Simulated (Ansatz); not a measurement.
Zinc-blende BeTe, treated with PBE0 (Ansatz, an electronic-structure program, plane waves, PAW).

Numerical settings: plane-wave cutoff 520 eV, 8×8×8 k mesh, scalar-relativistic PAW data made under PBE.

Computed at the level's own relaxed cell.

Hill averages of the elastic tensor: K = 61.1 GPa, G = 44.0 GPa. Volume 22.307 Å³/atom, mean atomic mass 68.306 u.

Question: Work out the density, the sound velocities of a polycrystal and the elastic Debye temperature at this level.

Answer: ρ = 1.66054 × 68.306/22.307 = 5.085 g/cm³. v_l = √[(K + 4G/3)/ρ] = 4.853 km/s and v_t = √(G/ρ) = 2.942 km/s. The mean follows from 3/v_m³ = 1/v_l³ + 2/v_t³: v_m = 3.251 km/s. Θ_D = (ħ/k_B) v_m (6π²/V)^(1/3) = 76.38 K Å s/km × 3.251 × 1.3846 Å⁻¹ = 344 K, counting all atoms of the cell.
